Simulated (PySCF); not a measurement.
butadiene (C4H6), SMILES C=CC=C. Atoms are numbered in the order given.

```xyz
10

C     -0.1098     1.8511     0.0000
C      0.4004     0.6091     0.0000
C     -0.4004    -0.6091     0.0000
C      0.1098    -1.8511     0.0000
H     -1.1913     2.0205     0.0000
H      0.5324     2.7350     0.0000
H      1.4891     0.4747     0.0000
H     -1.4891    -0.4747     0.0000
H     -0.5324    -2.7350     0.0000
H      1.1913    -2.0205     0.0000
```
Charge 0, spin multiplicity 1.

The structure is a stationary point at B3LYP-D3(BJ)/def2-SVP. One conformer was computed; it need not be the lowest.

All values below come from TDDFT-LC-ωPBE/def2-SVPD (PySCF).

Vertical excitations. Isolated molecule, no solvent. State labels are in the subgroup C2h.

Computed UV-visible absorptions:
```json
[
 {"state": "S1", "symmetry": "Bu", "energy (eV)": "6.11", "λ (nm)": "203", "f": "0.739", "main pairs": "HOMO→LUMO 99 %"},
 {"state": "S2", "symmetry": "Au", "energy (eV)": "7.47", "λ (nm)": "166", "f": "0.001", "main pairs": "HOMO−2→LUMO 94 %"},
 {"state": "S3", "symmetry": "Bg", "energy (eV)": "7.53", "λ (nm)": "165", "f": "0.000", "main pairs": "HOMO→LUMO+1 89 %"},
 {"state": "S4", "symmetry": "Au", "energy (eV)": "7.83", "λ (nm)": "158", "f": "0.000", "main pairs": "HOMO→LUMO+3 47 %, HOMO→LUMO+2 46 %"},
 {"state": "S5", "symmetry": "Ag", "energy (eV)": "7.98", "λ (nm)": "155", "f": "0.000", "main pairs": "HOMO→LUMO+4 98 %"},
 {"state": "S6", "symmetry": "Au", "energy (eV)": "8.02", "λ (nm)": "155", "f": "0.079", "main pairs": "HOMO→LUMO+2 44 %, HOMO→LUMO+3 44 %, HOMO−1→LUMO+1 7 %"},
 {"state": "S7", "symmetry": "Ag", "energy (eV)": "8.41", "λ (nm)": "147", "f": "0.000", "main pairs": "HOMO−1→LUMO 98 %"},
 {"state": "S8", "symmetry": "Au", "energy (eV)": "8.55", "λ (nm)": "145", "f": "0.001", "main pairs": "HOMO−4→LUMO 94 %"},
 {"state": "S9", "symmetry": "Bg", "energy (eV)": "8.58", "λ (nm)": "145", "f": "0.000", "main pairs": "HOMO−3→LUMO 81 %, HOMO−2→LUMO+4 14 %"},
 {"state": "S10", "symmetry": "Bg", "energy (eV)": "9.09", "λ (nm)": "136", "f": "0.000", "main pairs": "HOMO→LUMO+5 83 %"},
 {"state": "T1", "symmetry": "Bu", "energy (eV)": "3.08", "λ (nm)": "403", "f": "0", "main pairs": "HOMO→LUMO 91 %"},
 {"state": "T2", "symmetry": "Ag", "energy (eV)": "4.84", "λ (nm)": "256", "f": "0", "main pairs": "HOMO−1→LUMO 53 %, HOMO→LUMO+4 40 %"},
 {"state": "T3", "symmetry": "Au", "energy (eV)": "7.02", "λ (nm)": "177", "f": "0", "main pairs": "HOMO−2→LUMO 93 %"},
 {"state": "T4", "symmetry": "Bg", "energy (eV)": "7.40", "λ (nm)": "167", "f": "0", "main pairs": "HOMO→LUMO+1 87 %"}
]
```
Triplets are in the Tamm–Dancoff approximation, which puts them higher than full response would, so one can lie above its singlet here.
